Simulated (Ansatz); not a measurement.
# C2H3NO: how energies converge with the basis set

Aim: see how fast density functionals converge with the basis set for C2H3NO.

The runs use Ansatz 0.2.0, Gaussian basis; one geometry, several basis sets.

Plan: PBE0-D4/def2-SVP; ωB97M-V/def2-SVP; PBE0-D4/def2-QZVPP; ωB97M-V/def2-QZVPP; the functionals' def2-TZVPP values are taken from earlier runs.

### Step 1. Structure used throughout

An earlier PBE0-D4 in a triple-zeta def2 set relaxation fixed the geometry.

SMILES `OC1=CN1`, 7 atoms, charge 0, spin multiplicity 1.

Atoms are counted from 1 here; the program's logs count them from 0.

Bond lengths: O1–C2 1.313 Å, O1–H5 0.965 Å, C2–C3 1.275 Å, C2–N4 1.427 Å, C3–N4 1.586 Å, C3–H6 1.070 Å, N4–H7 1.024 Å. Angles: C2–O1–H5 108.3°, O1–C2–C3 152.4°, O1–C2–N4 135.7°, C3–C2–N4 71.7°, C2–C3–N4 58.6°, C2–C3–H6 156.8°, N4–C3–H6 134.8°, C2–N4–C3 49.7°, C2–N4–H7 109.2°, C3–N4–H7 107.3°.

### Step 2. PBE0-D4 in def2-SVP

The input, in.yaml:

```yaml
crystal:
  periodic: [false, false, false]
  atoms:
    - {symbol: O, position_ang: [-0.925855, 1.295879, -0.410757]}
    - {symbol: C, position_ang: [-0.155204, 0.335388, 0.045896]}
    - {symbol: C, position_ang: [0.667874, -0.146409, 0.891482]}
    - {symbol: N, position_ang: [0.046799, -1.043681, -0.259924]}
    - {symbol: H, position_ang: [-1.408793, 0.958723, -1.174996]}
    - {symbol: H, position_ang: [1.082772, -0.342054, 1.858476]}
    - {symbol: H, position_ang: [0.753706, -1.125946, -0.995979]}
basis:
  gaussian: {orbitals: def2-SVP}
hamiltonian: {xc: pbe0, dispersion: d4}
output: {orbitals: {seedname: orbitals}}
```

On the command line:

```sh
$ ansatz run in.yaml --threads 2 --pin off --events-out ev --progress --plain --max-ram 4352MiB
```

Further steps of the session: ωB97M-V in def2-SVP; PBE0-D4 in def2-QZVPP; ωB97M-V in def2-QZVPP.

**Question.** What will the summary of the whole plan be? Wanted: PBE0-D4: double and triple zeta above quadruple; ωB97M-V: double and triple zeta above quadruple.

The runs gave:

| quantity | value |
| --- | --- |
| PBE0-D4: double and triple zeta above quadruple | 6.94, 0.32 eV |
| ωB97M-V: double and triple zeta above quadruple | 7.13, 0.30 eV |

PBE0-D4 gains 6.61 eV from double to triple zeta, then 0.32 eV more. These are total energies; as a rule much of such shifts cancels in differences, which this series doesn't test. The LUMO of ωB97M-V is positive and keeps falling with the basis (2.90 to 1.43 eV): an unbound level that the basis holds in place.
